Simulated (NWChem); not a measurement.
Program: NWChem. System: OSi, charge 0, spin multiplicity 1, displaced from the optimised geometry. Level: CCSD(T)/cc-pVDZ, 6 core orbitals frozen, spin-restricted.

Input file:

```
start mol
memory heap 100 mb stack 700 mb global 1900 mb
geometry units angstroms nocenter noautoz noautosym
  Si     0.000000     0.000000     0.553938
  O      0.000000     0.000000    -1.121724
end
basis spherical
  * library cc-pvdz
end
scf
  rhf
  nopen 0
  maxiter 100
  thresh 1e-7
  semidirect memsize 60000000 filesize 0
end
ccsd
  freeze core 6
  maxiter 60
end
task ccsd(t) energy
```

NWChem printed:

```
             Northwest Computational Chemistry Package (NWChem) 7.3.0
             --------------------------------------------------------

                                NWChem Input Module
                                -------------------

 Scaling coordinates for geometry "geometry" by  1.889725989
 (inverse scale =  0.529177249)

                             Geometry "geometry" -> ""
                             -------------------------

 Output coordinates in angstroms (scale by  1.889725989 to convert to a.u.)

  No.       Tag          Charge          X              Y              Z
 ---- ---------------- ---------- -------------- -------------- --------------
    1 Si                  14.0000     0.00000000     0.00000000     0.55393800
    2 O                    8.0000     0.00000000     0.00000000    -1.12172400

 Effective nuclear repulsion energy (a.u.)      35.3698131771

            Nuclear Dipole moment (a.u.)
            ----------------------------
        X                 Y               Z
 ---------------- ---------------- ----------------
     0.0000000000     0.0000000000    -2.3029334732


 Summary of "ao basis" -> "" (spherical)
 ------------------------------------------------------------------------------
       Tag                 Description            Shells   Functions and Types
 ---------------- ------------------------------  ------  ---------------------
 *                          cc-pvdz                   on all atoms

 Summary of "ao basis" -> "ao basis" (spherical)
 ------------------------------------------------------------------------------
       Tag                 Description            Shells   Functions and Types
 ---------------- ------------------------------  ------  ---------------------
 Si                         cc-pvdz                  8       18   4s3p1d
 O                          cc-pvdz                  6       14   3s2p1d

                                 NWChem SCF Module
                                 -----------------

  ao basis        = "ao basis"
  functions       =    32
  atoms           =     2
  closed shells   =    11
  open shells     =     0
  charge          =   0.00
  wavefunction    = RHF
  use symmetry    = F
  symmetry adapt  = F

 Summary of "ao basis" -> "ao basis" (spherical)
 ------------------------------------------------------------------------------
       Tag                 Description            Shells   Functions and Types
 ---------------- ------------------------------  ------  ---------------------
 Si                         cc-pvdz                  8       18   4s3p1d
 O                          cc-pvdz                  6       14   3s2p1d

 Forming initial guess at       0.0s

      Superposition of Atomic Density Guess
      -------------------------------------

 Sum of atomic energies:        -363.59893903

      Non-variational initial energy
      ------------------------------

 Total energy =    -363.417597
 1-e energy   =    -574.086092
 2-e energy   =     175.298681
 HOMO         =      -0.351382
 LUMO         =      -0.034777

 Starting SCF solution at       0.2s

 ----------------------------------------------
         Quadratically convergent ROHF

 Convergence threshold     :          1.000E-07
 Maximum no. of iterations :          100
 Final Fock-matrix accuracy:          1.000E-09
 ----------------------------------------------

              iter       energy          gnorm     gmax       time
             ----- ------------------- --------- --------- --------
[...]
   8     -0.2928303187 -2.068D-05  1.603D-04     0.27     0.00     0.27
   9     -0.2928147123  1.561D-05  1.129D-04     0.27     0.00     0.27
  10     -0.2928158993 -1.187D-06  3.522D-06     0.27     0.00     0.27
  11     -0.2928184797 -2.580D-06  1.875D-05     0.27     0.00     0.27
  12     -0.2928172244  1.255D-06  3.437D-06     0.27     0.00     0.27
  13     -0.2928175227 -2.982D-07  1.049D-06     0.27     0.00     0.27
  14     -0.2928176236 -1.009D-07  1.081D-06     0.27     0.00     0.27
  15     -0.2928176056  1.798D-08  1.466D-07     0.27     0.00     0.27
                  *************converged*************
-------------------------------------------------------------------------

 -----------
 CCSD Energy
 -----------
 Reference energy:            -363.762533978330396
 CCSD corr. energy:             -0.292817605568413
 Total CCSD energy:           -364.055351583898812

 --------------------------------
 Spin Component Scaled (SCS) CCSD
 --------------------------------
 Same spin contribution:                 -0.061595858230975
 Same spin scaling factor:                1.130000000000000
 Opposite spin contribution:             -0.231221747337439
 Opposite spin scaling fact.:             1.270000000000000
 SCS-CCSD correlation energy:            -0.363254938919548
 Total SCS-CCSD energy:                -364.125788917249963
 memory            104853796

*********triples calculation*********

nkpass=    1; nvpass=    1; memdrv=          15897; memtrn=         392676; memavail=      104853676
 memory available/node                      104853676
 total number of virtual orbitals        21
 number of virtuals per integral pass    21
 number of integral evaluations           1
 number of occupied per triples pass      5
 number of triples passes                 1

 commencing integral evaluation        1 at           4.55
  symmetry use  F
task         2 out of       105 done   1%  at       0.0 secs
task         6 out of       105 done   5%  at       0.0 secs
task        11 out of       105 done  10%  at       0.1 secs
task        16 out of       105 done  15%  at       0.1 secs
task        21 out of       105 done  20%  at       0.1 secs
task        27 out of       105 done  25%  at       0.1 secs
task        32 out of       105 done  30%  at       0.2 secs
task        37 out of       105 done  35%  at       0.2 secs
task        42 out of       105 done  40%  at       0.3 secs
task        48 out of       105 done  45%  at       0.3 secs
task        53 out of       105 done  50%  at       0.3 secs
task        58 out of       105 done  55%  at       0.4 secs
task        63 out of       105 done  60%  at       0.4 secs
task        69 out of       105 done  65%  at       0.4 secs
task        74 out of       105 done  70%  at       0.5 secs
task        79 out of       105 done  75%  at       0.5 secs
task        84 out of       105 done  80%  at       0.5 secs
task        90 out of       105 done  85%  at       0.5 secs
task        95 out of       105 done  90%  at       0.5 secs
task       100 out of       105 done  95%  at       0.5 secs
task       105 out of       105 done 100%  at       0.5 secs
 commencing triples evaluation - blocking       1
 ccsd(t): done        1 out of       21 progress:    4.8%
 ccsd(t): done        2 out of       21 progress:    9.5%
 ccsd(t): done        3 out of       21 progress:   14.3%
 ccsd(t): done        4 out of       21 progress:   19.0%
 ccsd(t): done        5 out of       21 progress:   23.8%
 ccsd(t): done        6 out of       21 progress:   28.6%
 ccsd(t): done        7 out of       21 progress:   33.3%
 ccsd(t): done        8 out of       21 progress:   38.1%
 ccsd(t): done        9 out of       21 progress:   42.9%
 ccsd(t): done       10 out of       21 progress:   47.6%
 ccsd(t): done       11 out of       21 progress:   52.4%
 ccsd(t): done       12 out of       21 progress:   57.1%
 ccsd(t): done       13 out of       21 progress:   61.9%
 ccsd(t): done       14 out of       21 progress:   66.7%
 ccsd(t): done       15 out of       21 progress:   71.4%
 ccsd(t): done       16 out of       21 progress:   76.2%
 ccsd(t): done       17 out of       21 progress:   81.0%
 ccsd(t): done       18 out of       21 progress:   85.7%
 ccsd(t): done       19 out of       21 progress:   90.5%
 ccsd(t): done       20 out of       21 progress:   95.2%
 ccsd(t): done       21 out of       21 progress:  100.0%
 Time for integral evaluation pass     1        0.51
 Time for triples evaluation pass      1        0.02

 pseudo-e(mp4)  -0.22101519828056E-01
 pseudo-e(mp5)   0.57920889483778E-02
        e(t)    -0.16309430879678E-01

 --------------
 CCSD(T) Energy
 --------------
 Reference energy:                    -363.762533978330396

 CCSD corr. energy:                     -0.292817605568413
 T(CCSD) corr. energy:                  -0.022101519828056
 Total CCSD+T(CCSD) energy:           -364.077453103726839

 CCSD corr. energy:                     -0.292817605568413
 (T) corr. energy:                      -0.016309430879678
 Total CCSD(T) energy:                -364.071661014778499

 routine      calls  cpu(0)   cpu-min  cpu-ave  cpu-max   i/o
 aoccsd          1     0.00     0.00     0.00     0.00    0.00
 iterdrv         1     0.00     0.00     0.00     0.00    0.00
 pampt          15     0.01     0.01     0.01     0.01    0.00
 t2pm           15     0.01     0.01     0.01     0.01    0.00
 sxy            15     0.02     0.02     0.02     0.02    0.00
 ints       165375     3.87     3.87     3.87     3.87    0.00
 t2eri        1575     0.08     0.08     0.08     0.08    0.00
 idx2         1575     0.02     0.02     0.02     0.02    0.00
 idx34          15     0.00     0.00     0.00     0.00    0.00
 ht2pm          15     0.01     0.01     0.01     0.01    0.00
 itm            15     0.03     0.03     0.03     0.03    0.00
 pdiis          15     0.00     0.00     0.00     0.00    0.00
 triples         1     0.00     0.00     0.00     0.00    0.00
 rdtrpo          1     0.00     0.00     0.00     0.00    0.00
 trpmos          1     0.51     0.51     0.51     0.51    0.00
 trpdrv          1     0.00     0.00     0.00     0.00    0.00
 dovvv        3150     0.01     0.01     0.01     0.01    0.00
 doooo        3150     0.00     0.00     0.00     0.00    0.00
 tengy        2625     0.00     0.00     0.00     0.00    0.00
 Total                 4.57     4.57     4.57     4.57    0.00

 Task  times  cpu:        5.3s     wall:        5.3s

 Total times  cpu:        5.3s     wall:        5.3s
```
